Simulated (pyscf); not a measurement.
**Four-centre exchange: water (H₂O) + •O–ZnH → •O–Zn–OH + hydrogen (H₂)**

Gas phase, doublet surface, charge 0. Bonds broken: O1–H4, Zn2–H6. Bonds formed: O1–Zn2, H4–H6. PySCF, gas phase, ωB97X-D3(BJ)/def2-SVP geometries.

Transition state (Å):

```xyz
6

O      0.1217    -0.4347    -1.6247
Zn     1.0954     0.3472    -0.1556
O      2.6093     1.0552     0.5425
H     -0.5577    -0.4165    -0.5014
H      0.3638    -1.2608    -2.0636
H     -0.6297    -0.0870     0.4317
```

One imaginary mode, 1234i cm⁻¹; descent along it reached the two sides named, in the forms told below.

```csv
bond,change,reactant side (Å),saddle,product side
O1–H4,breaks,0.965,1.313,2.7
Zn2–H6,breaks,1.535,1.873,2.471
O1–Zn2,forms,2.189,1.928,1.769
H4–H6,forms,3.8,0.992,0.762
```

Electronic energies relative to the separated reactants (kcal/mol):

```json
[
 {"level": "ωB97X-D3(BJ)/def2-TZVP", "barrier": "19.3", "reaction energy": "-3.0", "reverse barrier": "22.4"},
 {"level": "PBE/def2-TZVP", "barrier": "15.7", "reaction energy": "-4.1", "reverse barrier": "19.7"},
 {"level": "r²SCAN/def2-TZVP", "barrier": "15.7", "reaction energy": "-4.4", "reverse barrier": "20.1"},
 {"level": "B3LYP-D3(BJ)/def2-TZVP", "barrier": "19.5", "reaction energy": "-3.0", "reverse barrier": "22.5"},
 {"level": "PBE0-D3(BJ)/def2-TZVP", "barrier": "18.0", "reaction energy": "-1.5", "reverse barrier": "19.5"},
 {"level": "M06-2X/def2-TZVP", "barrier": "15.9", "reaction energy": "-5.1", "reverse barrier": "21.0"},
 {"level": "ωB97M-D3(BJ)/def2-TZVP", "barrier": "20.9", "reaction energy": "-1.2", "reverse barrier": "22.0"},
 {"level": "HF/def2-TZVP", "barrier": "29.8", "reaction energy": "+0.3", "reverse barrier": "29.5"}
]
```

With ωB97M-D3(BJ)/def2-TZVP energies and thermal terms (ideal gas, 1 atm, RRHO with modes under 100 cm⁻¹ raised to 100, one conformer, R ln 2 for rigid chiral ones), in kcal/mol:

```
T (K)   ΔH‡   ΔG‡    ΔH    ΔG
-----  ----  ----  ----  ----
298    18.5  27.5  -3.7  -2.8
600    18.5  36.6  -2.9  -2.1
900    18.9  45.6  -2.4  -1.9
1200   19.5  54.4  -2.0  -1.8
```

On the reactant side the descent ends in an adduct with a O–Zn contact (not fully relaxed), 11.3 kcal/mol under the separated species and 30.7 kcal/mol under the saddle at ωB97X-D3(BJ)/def2-TZVP. What is counted as formed (O–Zn) is already present as a longer contact in the reactant adduct; forming that adduct is a step of its own. At the saddle there is also a short H–Zn contact that neither side keeps. •O–ZnH lies 37.7 kcal/mol over its isomer [HO–Zn]•, and others may lie lower still (electronic energy, ωB97M-D3(BJ)). One saddle was located; it need not be the lowest between these sides. The term symbol of open-shell •O–ZnH was not checked; spin-orbit terms and orbital degeneracy are left out. Elements up to Kr have no core potential and no relativistic terms here.
